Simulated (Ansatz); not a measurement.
# CH2Li (doublet): wave-function methods side by side at scale of all distances = 1.118, 6-31G

An exercise on one series of results from a longer session: the logs are not shown, and one member is left open.

Method: 6-31G, core rule «outside noble gas», up to 2 orbitals frozen; program: Ansatz 0.2.0, Gaussian basis.

Plan: UHF; CCSD(T) on ROHF; CCSD(T) on UHF; BCCD(T) on ROHF; CISD; CCSDT(Q) on ROHF; CCSDT(Q) on UHF; CISDTQ; CCSDTQ on ROHF; CASSCF and MRCISD+Q, 3 electrons in 3 orbitals; CASSCF and NEVPT2, 3 electrons in 3 orbitals; Full CI.

35 further runs of the same task are left out: 19 for a known fault of the program, 13 that didn't finish, 3 set aside as unsound or not needed.

## What is computed

The geometry derives from a PBE0/def2-TZVP stationary point (not a proven minimum). All distances are scaled together.

4 atoms, charge 0, spin multiplicity 2.

Atoms are counted from 1 here; the program's logs count them from 0.

Bond lengths: C1–Li2 2.134 Å, C1–H3 1.230 Å, C1–H4 1.230 Å. Angles: Li2–C1–H3 127.2°, Li2–C1–H4 127.2°, H3–C1–H4 105.6°.

Set-up of the first run:

in.yaml

```yaml
crystal:
  periodic: [false, false, false]
  atoms:
    - {symbol: C, position_ang: [0.000000, 0.000000, 0.635036]}
    - {symbol: Li, position_ang: [0.000000, 0.000000, -1.499243]}
    - {symbol: H, position_ang: [0.000000, 0.979547, 1.378567]}
    - {symbol: H, position_ang: [0.000000, -0.979547, 1.378567]}
basis:
  gaussian: {orbitals: 6-31G}
magnetization: {spin_polarized: true, initial_magnetization: 1}
hamiltonian: {xc: hf}
output: {orbitals: {seedname: orbitals}}
```

Started as:

```console
$ ansatz run in.yaml --threads 1 --pin off --events-out ev --progress --plain --max-ram 2393MiB
```

Steps of the session up to this table: UHF; CCSD(T) on ROHF; CCSD(T) on UHF; BCCD(T) on ROHF; CISD; CCSDT(Q) on ROHF; CCSDT(Q) on UHF; CISDTQ; CCSDTQ on ROHF; CASSCF and MRCISD+Q, 3 electrons in 3 orbitals; CASSCF and NEVPT2, 3 electrons in 3 orbitals; Full CI.

One table of the session follows, with a row left open; its other results are not shown here.

| method | from FCI (meV) |
| --- | --- |
| ROHF | +2962.8 |
| UHF | +2887.3 |
| RMP2 | +623.2 |
| UMP2 | +606.6 |
| CISD | +207.3 |
| RCCSD | +79.5 |
| UCCSD | +79.3 |
| RCCSD(T) | +16.7 |
| UCCSD(T) | +17.3 |
| BCCD(T) | +19.0 |
| RCCSDT | +4.6 |
| UCCSDT | ? |
| CISDTQ | +6.7 |
| RCCSDT(Q) | +0.2 |
| UCCSDT(Q) | -0.4 |
| RCCSDTQ | +0.4 |
| FCI | 0 |

Q: Estimate the row for UCCSDT from the others.

The run gave: from FCI (meV): +4.5. In the column «from FCI (meV)» it lies between RCCSDTQ (+0.4) and RCCSDT (+4.6).

Left out of the table: CASSCF pair, NEVPT2 pair, MRCISD pair, MRCISD+Q pair (the active space lost an orbital or holds another state than full CI finds).

Limits of these values: Levels on UHF freeze UHF's core orbitals, full CI those of ROHF, so the U rows can settle a little off it for that reason alone. Restricted and unrestricted rows rest on different reference determinants; where their highest levels disagree by more than a few hundredths of an eV, they describe different states and don't form one ladder. Warnings in the runs' records: passed over end.
